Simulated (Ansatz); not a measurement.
A displaced shape of singlet OH(-):

```
atom    x (Å)   y (Å)    z (Å)
   O  -0.0489  0.0012  -0.0986
   H   0.0257  0.0241   0.8362
```

It was optimised with HF/def2-SVP in Ansatz (development build ahead of 0.2.0) to forces under 0.001 eV/Å, with restricted orbitals. Each step stands on the lowest determinant of that kind that the program's search found.

What shape does it relax to, and how does the optimisation go?

```xyz
2

O    -0.0498    0.0010   -0.1094
H     0.0266    0.0243    0.8470
```

Bond lengths: O1–H2 0.960 Å.

| step | E − E(start) (eV) | largest force (eV/Å) |
| --- | --- | --- |
| 1 | 0.0000 | 1.1744 |
| 2 | -0.0117 | 0.2734 |
| 3 | -0.0124 | 0.0157 |
| 4 | -0.0124 | 0.0002 |

The optimisation ended after 4 steps with its threshold met. Caution: no diffuse functions for an anion.
